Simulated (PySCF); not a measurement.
# Broadened absorption spectrum of C6H4O2

Species: C6H4O2.
SMILES: `C1=CC2=C(C=CO2)O1`

Level of theory: TDDFT CAM-B3LYP/def2-SVPD, vertical, gas phase, core orbitals frozen in the response (PySCF 2.14.0, density-fitted response routines). Isolated species at its GFN2-xTB geometry, gas phase.

Computed states:

```csv
state,E (eV),f
S1,5.33,0.375
S2,5.99,0.012
S3,6.38,0.0000
S4,6.58,0.044
S5,6.58,0.0000
S6,6.74,0.0000
S7,6.94,0.019
S8,7.50,0.0010
```

Broadening: Gaussians 0.5 eV wide at half height, area fixed by f = 4.319×10⁻⁹ ∫ε dν̃. The width is an assumption, not a result. The curve ends short of the highest state used, and states not computed would add to its high-energy end.

(1) Give the broadened spectrum and its maxima.

(2) Does any computed singlet lie in the visible range?

(3) Coming from long wavelengths, where does ε first pass 100 L mol⁻¹ cm⁻¹?

(4) On this curve, what absorbance would a 10⁻³ mol/L sample give at 248 nm over a 1 cm path?

Results:

(1) 
λ (nm), ε (L mol⁻¹ cm⁻¹) and a bar:
```
    179.8       1849 ###
    183.7       2486 ####
    187.7       2710 ####
    191.6       2230 ###
    195.6       1422 ##
    199.5        907 #
    203.5        774 #
    207.4        885 #
    211.3       1408 ##
    215.3       3086 #####
    219.2       6572 ##########
    223.2      11844 ##################
    227.1      17008 #########################
    231.1      20021 ##############################
    235.0      19494 #############################
    238.9      16074 ########################
    242.9      11281 #################
    246.8       6962 ##########
    250.8       3736 ######
    254.7       1821 ###
    258.7        786 #
    262.6        316 
    266.5        117 
    270.5         39
```

Maxima: 232 nm (5.33 eV), ε about 20000, made up of S1 (100%); 187 nm (6.63 eV), ε about 2700, made up of S4 (86%) and S7 (14%) (ε in L mol⁻¹ cm⁻¹; maxima over ε = 5, shares over 10%).

(2) No computed singlet lies in the visible range (380 to 750 nm); the lowest, at 232 nm, stands 2.07 eV above its violet end (3.26 eV).

(3) At about 267 nm (4.64 eV), 0.69 eV below S1.

(4) 248 nm is 4.999 eV, where ε is about 5900 L mol⁻¹ cm⁻¹, so A = ε c l ≈ 5.9 (Beer–Lambert, with the gas-phase spectrum and the assumed width).

Hardware: Arm Neoverse N1, one thread, on a shared host. Cost: 53 s wall.
